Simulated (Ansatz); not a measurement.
A computed series for Si: pressure series

Base system: Si in the diamond structure (space group Fd-3m, No. 227; a = 5.444 Å).

Cell and atoms are relaxed at each pressure.

Method: plane-wave PAW DFT at the r2SCAN level (Ansatz, a first-principles code, 500 eV), spin-orbit coupling left out, earlier PAW set.

```json
[
 {"P (GPa)": "-2.00", "V (Å³/atom)": "20.607"},
 {"P (GPa)": "-1.00", "V (Å³/atom)": "20.381"},
 {"P (GPa)": "1.81", "V (Å³/atom)": "19.809"},
 {"P (GPa)": "4.21", "V (Å³/atom)": "19.379"},
 {"P (GPa)": "9.00", "V (Å³/atom)": "18.642"},
 {"P (GPa)": "18.00", "V (Å³/atom)": "17.548"},
 {"P (GPa)": "30.00", "V (Å³/atom)": "16.450"},
 {"P (GPa)": "45.00", "V (Å³/atom)": "15.412"}
]
```

A third-order Birch–Murnaghan fit to these points gives V₀ = 20.17 Å³/atom, B₀ = 98 GPa and B₀′ = 4.0. At pressure 45 GPa the volume is 76.4 % of V₀.

Measured bulk modulus of Si: 100.8 GPa (static lattice; corrected from measurement; as listed in Jianwei Sun et al., Physical Review B (2011)); the computed value is 3 % below it.

Between the base and pressure 9 GPa the gap moves from 0.78 eV to 0.63 eV, a mean slope of -17 meV/GPa.

Load acts through the strain it causes; cell and atoms are relaxed under it. Whether these cells are dynamically stable was not tested. Measured, Si leaves this structure (for the β-tin structure) near 12 GPa (room temperature; as listed in arXiv:1906.07825).
